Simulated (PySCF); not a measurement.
Property card for `[C-]#CC#N` (cyanoethynyl anion)

Species: cyanoethynyl anion, C3N (charge -1).
Numbering: `[C-:1]#[C:2][C:3]#[N:4]`

Structural features include: nitrile.

From GFN2-xTB geometry:

- Point group of the GFN2-xTB geometry: C∞v
- Rotational constant B (linear) of the GFN2-xTB geometry: 4.917 GHz

wB97X-D/def2-SVPD ground state and vertical TDDFT (core frozen in the response) (PySCF):

- HOMO energy: -4.03 eV
- LUMO energy: 6.31 eV
- HOMO–LUMO gap: 10.34 eV
- Lowest singlet excitation: 4.69 eV (264 nm, f = 0.000)
- Lowest triplet excitation (Tamm–Dancoff): 3.92 eV
- Static isotropic polarisability: 50.0 au
- Electronic spatial extent ⟨r²⟩ about the centre of nuclear charge: 259 bohr²

Monoisotopic mass of the ion (most abundant isotopes, electron mass counted): 50.0036 u.

The polarisability is 7.41 Å³ as a volume (1 au = 0.148185 Å³), or 1.92 au for each of the 26 electrons. S1 lies 5.65 eV below the HOMO–LUMO gap. No computed singlet falls in the visible range (750 to 380 nm, 1.65 to 3.26 eV); S1 lies 1.43 eV above its blue end. The vertical singlet–triplet gap S1 − T1 is 0.77 eV (TDDFT singlet less Tamm–Dancoff triplet). In wavenumbers S1 is 37900 cm⁻¹ (1 eV = 8065.54 cm⁻¹). B corresponds to 0.1640 cm⁻¹ and a moment of inertia of 102.8 u Å² (most abundant isotopes). The principal polarisabilities are 32.8, 32.8 and 84.5 au; their mean is the isotropic value.

Isolated species at its GFN2-xTB geometry, gas phase.

For the TDDFT job (wB97X-D/def2-SVPD), the run took 2.4 s on one thread of an x86-64 server, shared host.
